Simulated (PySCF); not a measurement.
# BN+: from the state search to spectroscopic constants

The task here is to estimate one member of a computed series from the others.

Program: PySCF 2.14.0. Level of theory: B aug-pcseg-1, N aug-pcseg-1, no relativity. These are calculated values, not measurements.

The first run:

The job is set up so:

```json
{
 "atoms": "B, N",
 "charge": "1",
 "basis": "B aug-pcseg-1, N aug-pcseg-1",
 "Hamiltonian": "no relativity",
 "basis functions": "46",
 "electrons treated": "11",
 "masses in u": "11.0093, 14.0031",
 "levels": "PBE0, PBE, r²SCAN, LDA, M06-L, PBEsol, ωB97X, HF, MP2, SCS-MP2, CCSD, CCSD(T)",
 "grid": "80 radial by 434 angular points",
 "occupations": "held fixed by the projection of orbital angular momentum",
 "dissociation limit": "B+ + N, each in its ground configuration",
 "starting distance in angstrom": "1.570",
 "values of 2S to try": "1, 3"
}
```

Started as:

```
$ OMP_NUM_THREADS=1 python dia.py task.json out
```

Steps of the session up to this table: Set-up; The PBE0 curve of the state that the search chose; Higher solutions at PBE0; PBE (GGA); r²SCAN; LDA; M06-L (meta-GGA); PBEsol (GGA); ωB97X; UHF; Adding correlation.

One table of the session follows, with a row left open; its other results are not shown here.

It belongs to the step «Constants by level of theory». Differences from CCSD(T) in the same basis:

```
      level  Re (mÅ)  ωe (%)
        UHF      -56   +22.1
    UHF-MP2        ?       ?
UHF-SCS-MP2      -25   +14.0
   UHF-CCSD      -10    +2.1
        LDA      -18   +12.5
        PBE      -10   +11.0
     PBEsol      -12   +11.6
     r²SCAN      -24   +13.3
      M06-L      -27   +17.6
       PBE0      -32   +16.9
      ωB97X      -27   +15.3
```

**Question.** Estimate the row for UHF-MP2.

As computed: Re (mÅ): -34; ωe (%): +20.3. In the column «Re (mÅ)» it lies between UHF (-56) and PBE0 (-32).

Hartree–Fock makes the bond too short and too stiff against this reference, as it mostly does. CCSD(T) in a basis this small is itself some way from its limit, more so than the functionals.
